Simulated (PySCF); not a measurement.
Atom-mapped SMILES (the numbers label the heavy atoms): `[CH2:1]=[CH:2][C:3]([CH3:4])([CH3:5])[CH3:6]`. Hydrogens are named by the atom that carries them. Ha(C1) is cis to C3; Hb(C1) is trans to C3.

GIAO PBE0/pcSseg-1 shifts (PySCF, gas phase, non-relativistic, equivalent atoms averaged), each against references optimised in the same way as the molecule (TMS).

On the GFN2-xTB geometry: C2 158.9, C1 114.9, C3 36.6, C4/C5/C6 30.5, H(C2) 6.25, Hb(C1) 5.21, Ha(C1) 5.21, H(C4)/H(C5)/H(C6) 1.06 ppm.

Question: What changes on the PBE0-D3(BJ)/def2-SVP geometry?

Answer: 
| atoms | δ (ppm) | change |
| --- | --- | --- |
| C2 | 159.3 | +0.4 |
| C1 | 116.5 | +1.6 |
| C3 | 34.7 | -1.9 |
| C4/C5/C6 | 30.3 | -0.2 |
| H(C2) | 6.08 | -0.17 |
| Hb(C1) | 5.18 | -0.03 |
| Ha(C1) | 5.19 | -0.02 |
| H(C4)/H(C5)/H(C6) | 1.01 | -0.05 |

Bonds between heavy atoms that differ most (equivalent bonds averaged): C1–C2 1.319 → 1.333 Å, C2–C3 1.507 → 1.511 Å. Mean change of bonds to hydrogen: C–H +0.014 Å.
